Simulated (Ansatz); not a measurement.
# C2H2B radical: a rigid scan of the bond length C3–H5

The task here is to estimate one member of a computed series from the others.

The runs use Ansatz 0.2.0, Gaussian basis; single points in def2-TZVPP.

Levels: PBE-D4, r2SCAN-D4, PBE0-D4, B3LYP-D4, wB97M-V, Hartree-Fock, MP2, CCSD, CCSD(T). The scan takes 0.938, 0.975, 1.029, 1.093, 1.163, 1.239, 1.319, 1.404 Å.

Correlated methods freeze the cores. Orbitals are unrestricted. B3LYP uses VWN-RPA correlation.

29 further runs of the same task are left out: 29 set aside as unsound or not needed.

## The starting structure

The minimum, relaxed at PBE0-D4: SMILES `[BH]C#C`, 5 atoms, charge 0, spin multiplicity 2.

Atoms are counted from 1 here; the program's logs count them from 0.

Bond lengths: B1–C2 1.447 Å, B1–H4 1.181 Å, C2–C3 1.221 Å, C3–H5 1.066 Å. Angles: C2–B1–H4 140.7°, B1–C2–C3 174.8°, C2–C3–H5 179.8°.

Coordinates:

```xyz
5

B    -0.9953    0.8796   -0.3996
C     0.0318   -0.0080    0.1021
C     0.8786   -0.7150    0.6260
H    -1.5332    1.1776   -1.4080
H     1.6181   -1.3342    1.0795
```

Energies of the minimum (eV), from earlier single points: PBE-D4 -2775.64717, r2SCAN-D4 -2777.85923, PBE0-D4 -2775.88164, B3LYP-D4 -2779.97799, wB97M-V -2778.24377, CCSD(T) -2772.84763.

At the minimum the bond length C3–H5 is 1.066 Å.

The first run:

The input, ccsdt-tzvpp/in.yaml:

```yaml
crystal:
  periodic: [false, false, false]
  atoms:
    - {symbol: B, position_ang: [-0.995346, 0.879566, -0.399640]}
    - {symbol: C, position_ang: [0.031777, -0.008033, 0.102115]}
    - {symbol: C, position_ang: [0.878647, -0.714980, 0.626023]}
    - {symbol: H, position_ang: [-1.533165, 1.177633, -1.407984]}
    - {symbol: H, position_ang: [1.529457, -1.259959, 1.025134]}
basis:
  gaussian: {orbitals: def2-TZVPP}
magnetization: {spin_polarized: true, initial_magnetization: 1}
correlation: {method: ccsd_t}
scf: {omitted_lower_state_checks: [cluster_reference]}
```

No record of the launch command was kept for these runs.

Among the steps run: C3–H5 = 0.938 Å; C3–H5 = 0.975 Å; C3–H5 = 1.029 Å; C3–H5 = 1.093 Å; C3–H5 = 1.163 Å; C3–H5 = 1.239 Å; C3–H5 = 1.319 Å; C3–H5 = 1.404 Å.

One of the session's tables, all rows but one given; the rest of the session is left out.

Energies less that of the minimum at the same level (meV):

```
bond length (Å)  PBE-D4  PBE0-D4  B3LYP-D4  wB97M-V  Hartree-Fock
          0.938     441      414       397      402           371
          0.975     213      193       182      185           161
          1.029      36       28        24       25            14
1.066 (minimum)       0        0         0        0             0
          1.093       8       15        17       16            26
          1.163     136      161       166      165           202
          1.239     398      446       452      451           523
          1.319       ?        ?         ?        ?             ?
          1.404    1200     1302      1298     1309          1465
```

Estimate the missing values for bond length (Å) = 1.319.

Worked estimate for «PBE-D4». A straight line through the neighbours (1.239, 398) and (1.404, 1200) gives 398 + (1200 − 398) × (1.319 − 1.239) / (1.404 − 1.239) = 787; a parabola fitted to 3 rows on both sides gives 747.

As computed: PBE-D4: 762; PBE0-D4: 834; B3LYP-D4: 838; wB97M-V: 840; Hartree-Fock: 952. In «PBE-D4» the line misses by +25 and the parabola by -15.

Caveats from the session: A polynomial through the near points puts the CCSD(T) minimum 0.001 Å below the PBE0-D4 value. The unrestricted reference is spin-contaminated, which hurts MP2 most.
